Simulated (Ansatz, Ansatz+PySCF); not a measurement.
```xyz
2

O     0.0000    0.0000   -0.5466
O     0.0000    0.0000    0.5466
```

UHF on triplet O₂ was run in several spherical basis sets with Ansatz (development build ahead of 0.2.0).

**Question.** Rank the basis sets by the total energy that they give, lowest first, with the distance from the lowest.
A. def2-TZVP
B. def2-SVP
C. cc-pVDZ
D. cc-pVTZ
E. 6-31G(d)

**Answer.** A (0.00 eV), D (0.22 eV), C (1.53 eV), E (2.06 eV), B (5.19 eV).

Totals follow the description of the cores as much as that of the bonds, so this order isn't one of quality for chemistry.
